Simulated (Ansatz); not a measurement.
System: C3H6, charge 1, doublet. C3H6+ (parent SMILES C=CC, doublet).
B3LYP-D3(BJ)/def2-TZVP minimum from Ansatz (a program for electronic structure):
```
C
H 1 1.0876
C 1 1.4107 2 117.54
H 3 1.0838 1 120.82 2 2.36
H 3 1.0848 4 118.50 1 -179.96
C 1 1.4416 2 118.17 3 -179.89
H 6 1.0860 1 115.40 2 -179.31
H 6 1.1060 7 111.30 1 -125.11
H 6 1.1079 7 110.99 8 -110.98
```
Charge +1, spin multiplicity 2.

Total energies in cc-pVDZ, 17 correlated electrons, 3 frozen orbitals. Radicals and triplets start from unrestricted determinants; spin-orbit coupling is neglected. Cores are frozen in correlated methods. No relativity. The spin of C3H6+ (parent SMILES C=CC, doublet) was assumed, and the state is the lowest solution found for it.

```
method    program  energy (Eh)  minus CCSDT(Q) (mEh)
--------  -------  -----------  --------------------
HF         Ansatz   -116.78219                427.65
MP2        Ansatz   -117.14893                 60.90
CCSD       Ansatz   -117.19649                 13.34
CCSD(T)    Ansatz   -117.20810                  1.73
CCSDT(Q)   Ansatz   -117.20983                  0.00
```

Rough core times of Ansatz's runs on a shared machine: CCSD(T) under 20 s, CCSDT(Q) 20 min.
